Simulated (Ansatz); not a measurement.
**NO radical: small, medium and large basis sets**

The task here is to estimate one member of a computed series from the others.

Computed with Ansatz 0.2.0, Gaussian basis. Level: one geometry, several basis sets.

Plan: PBE0-D4/def2-SVP; ωB97M-V/def2-SVP; PBE0-D4/def2-QZVPP; ωB97M-V/def2-QZVPP; CCSD(T)/cc-pV(D+d)Z; CCSD(T)/cc-pV(T+d)Z; CCSD(T)/cc-pV(Q+d)Z; the functionals' def2-TZVPP values are taken from earlier runs.

## Structure used throughout

An earlier PBE0-D4 in a triple-zeta def2 set relaxation fixed the geometry.

SMILES `[N]=O`, 2 atoms, charge 0, spin multiplicity 2.

Atoms are counted from 1 here; the program's logs count them from 0.

Bond lengths: N1–O2 1.140 Å.

The first run:

Contents of in.yaml:

```yaml
crystal:
  periodic: [false, false, false]
  atoms:
    - {symbol: N, position_ang: [-0.483598, 0.177022, -0.243984]}
    - {symbol: O, position_ang: [0.483598, -0.177022, 0.243984]}
basis:
  gaussian: {orbitals: def2-SVP}
magnetization: {spin_polarized: true, initial_magnetization: 1}
hamiltonian: {xc: pbe0, dispersion: d4}
output: {orbitals: {seedname: orbitals}}
```

Started as:

```sh
$ ansatz run in.yaml --threads 2 --pin off --events-out ev --progress --plain --max-ram 32768MiB --backend cpu
```

Among the steps run: PBE0-D4 in def2-SVP; ωB97M-V in def2-SVP; PBE0-D4 in def2-QZVPP; ωB97M-V in def2-QZVPP.

One table of the session follows, with a row left open; its other results are not shown here.

It belongs to the step «Density functionals: the series». 

```
functional       basis  HOMO (eV)  LUMO (eV)
   PBE0-D4    def2-SVP      -6.11      -2.45
   PBE0-D4  def2-TZVPP          ?          ?
   PBE0-D4  def2-QZVPP      -6.28      -2.64
   ωB97M-V    def2-SVP      -8.34       0.23
   ωB97M-V  def2-TZVPP      -8.52      -0.02
   ωB97M-V  def2-QZVPP      -8.55      -0.08
```

Q: Estimate the row for PBE0-D4, def2-TZVPP from the others.

**Answer.** HOMO (eV): -6.25; LUMO (eV): -2.61. In the column «HOMO (eV)» it lies between PBE0-D4, def2-QZVPP (-6.28) and PBE0-D4, def2-SVP (-6.11).
